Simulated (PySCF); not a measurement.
# Spin-rotation constants: SMILES N#[N+][O-], N₂O

Molfile (atoms numbered from 1):
```
N2O
     RDKit          3D

  3  2  0  0  0  0  0  0  0  0999 V2000
   -0.9432    0.3081    0.0303 N   0  0  0  0  0  0  0  0  0  0  0  0
    0.1828    0.3081    0.0320 N   0  0  0  0  0  0  0  0  0  0  0  0
    1.3558    0.3081    0.0336 O   0  0  0  0  0  0  0  0  0  0  0  0
  1  2  3  0
  2  3  1  0
M  CHG  2   2   1   3  -1
M  END
```

Level of theory: GIAO B3LYP/aug-pcSseg-1 magnetisability, rotational g tensor and spin-rotation constants, non-relativistic, gas phase in PySCF. Geometry: PBE0-D3(BJ)/def2-SVP.

Q: Give the nuclear spin-rotation constants along the inertial axes (H = +C I·J) beside the isotropic shieldings.

A: Rotational constants –, 12.7763, 12.7763 GHz. A star marks the isotopologue with that one atom substituted, in its own axes.
```csv
atom,isotope,Caa (kHz),Cbb (kHz),Ccc (kHz),mean (kHz),σ (ppm)
N1,14N,–,1.999,1.999,1.999,87.8
N2,14N,–,2.785,2.785,2.785,-8.2
O3,17O*,–,-3.251,-3.251,-3.251,183.2
```
For the geometry as given, no vibrational averaging.
